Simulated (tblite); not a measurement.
**Question.** What does the GFN2-xTB structure of `[H]/[C]=C\C=C/C#C` [radical] look like in three dimensions? (Doublet state.)

**Answer.** 
```xyz
11
C6H5 angstrom
C     -2.379   -0.991   -0.152
C     -1.134   -0.624   -0.072
C     -0.647    0.753   -0.072
C      0.652    1.068    0.017
C      1.688    0.123    0.120
C      2.581   -0.677    0.209
H     -3.345   -0.547   -0.231
H     -0.343   -1.365    0.002
H     -1.392    1.532   -0.147
H      0.965    2.106    0.013
H      3.360   -1.375    0.287
```

Orientation and origin are arbitrary. Atoms count from 1 in this order. The 5 C–C bonds span 1.202 Å (C5≡C6, drawn triple) to 1.460 Å (C2–C3, drawn single), a spread of 0.258 Å. Of the pairs four or more bonds apart, C5···H8 is among the closest relative to their van der Waals radii: 2.52 Å, 87 % of the sum of Bondi's values. The 6 heavy atoms lie in one plane (0.001 Å rms). C3 (carbon bonded to 2 C and H) is planar (angles 123.0°, 120.2° and 116.7°, sum 360.0°, 0.00 Å off the plane of its three neighbours).

Bonds between heavy atoms (Å): C1=C2 1.301, C2–C3 1.460, C3=C4 1.340, C4–C5 1.406, C5≡C6 1.202.

Computed geometry: GFN2-xTB, gas phase. This method treats the open shell by occupation alone, without spin polarisation.

Point group: Cs (every atom within 0.08 Å of its image). Its GFN2-xTB frequencies are all real (lowest 116 cm⁻¹). Torsions: C1–C2–C3–C4 180°.

One conformer stands for the species.
